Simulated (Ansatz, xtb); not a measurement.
**Relative energy of two isomers of C3H6−**

Structure a: the doublet with the links of `[CH2]C[CH2-]`. Structure b: the doublet with the links of `[CH2-][CH]C`. Both are isolated ions in the gas phase, relaxed with PBE0-D3(BJ)/def2-SVPD; the shapes shown needn't be the lowest conformers.

a (Å):

```xyz
9

C    -0.8124   -0.6990   -0.8690
C     0.2459    0.2328   -0.3229
C     0.2149    1.5112   -1.1299
H    -1.8417   -0.3160   -0.7561
H    -0.6298   -1.0156   -1.9108
H     0.0669    0.4425    0.7486
H     1.2457   -0.2380   -0.3746
H     0.4797    1.3714   -2.1926
H    -0.7323    2.0710   -1.0379
```

b (Å):

```
atom    x (Å)    y (Å)    z (Å)
   C  -0.2615  -0.9742  -0.4859
   C  -0.7587   0.2374  -1.0400
   C   0.1190   1.4490  -1.1062
   H   0.7645  -1.2907  -0.7267
   H  -0.9551  -1.8094  -0.3218
   H  -1.8177   0.4601  -0.8393
   H   1.0699   1.2379  -1.6275
   H  -0.3596   2.2860  -1.6438
   H   0.4309   1.8439  -0.0889
```

Q: Estimate E(b) − E(a) at the level CCSD(T)/def2-SVPD + ΔMP2/def2-TZVPPD.

A: Calculated at CCSD(T)/def2-SVPD + ΔMP2/def2-TZVPPD: E(b) − E(a) = −16.7 kcal/mol, so structure b lies lower.

How the difference moves with the method:

```
                               level               geometry  E(b) − E(a) (kcal/mol)  departure from the last row (kcal/mol)  job, with rough time for the two
                            GFN2-xTB               GFN2-xTB                      −4.5                                   +12.1              optimisation, 0.12 s
                           HF/STO-3G               GFN2-xTB                     −22.9                                    −6.3              single point, 0.24 s
                 r2SCAN-D4/def2-SVPD               GFN2-xTB                     −11.5                                    +5.2               single point, 4.9 s
               PBE0-D3(BJ)/def2-SVPD  PBE0-D3(BJ)/def2-SVPD                     −15.5                                    +1.2                optimisation, 44 s
                        HF/def2-SVPD  PBE0-D3(BJ)/def2-SVPD                     −19.6                                    −3.0           part of the CCSD(T) run
                       MP2/def2-SVPD  PBE0-D3(BJ)/def2-SVPD                     −18.0                                    −1.3           part of the CCSD(T) run
                   CCSD(T)/def2-SVPD  PBE0-D3(BJ)/def2-SVPD                     −15.5                                    +1.2                      single point
CCSD(T)/def2-SVPD + ΔMP2/def2-TZVPPD  PBE0-D3(BJ)/def2-SVPD                     −16.7                                                        single point, 92 s
```

As drawn, both hold the same kinds of bond in the same numbers. Structure a has 0 methyl groups, b 1.

None of the levels shown reverses the order. The largest departure from CCSD(T)/def2-SVPD + ΔMP2/def2-TZVPPD is that of GFN2-xTB, 12.1 kcal/mol. The last row adds to CCSD(T) the change of the MP2 difference between the two basis sets, here −1.2 kcal/mol.

With harmonic frequencies from PBE0-D3(BJ)/def2-SVPD (ideal gas, rigid rotor, one conformer each, 298.15 K, 1 atm): on the last row, ΔE + ΔZPE = −16.9, ΔH = −16.7, ΔG = −17.4 kcal/mol.

Open shells are spin-unrestricted. The correlated steps freeze 3 core orbitals. Mirror images aren't counted in ΔG. Programs: Ansatz 0.2.0, xtb 6.7.1; the last row on 2 threads of Arm Neoverse V1 on a shared host.
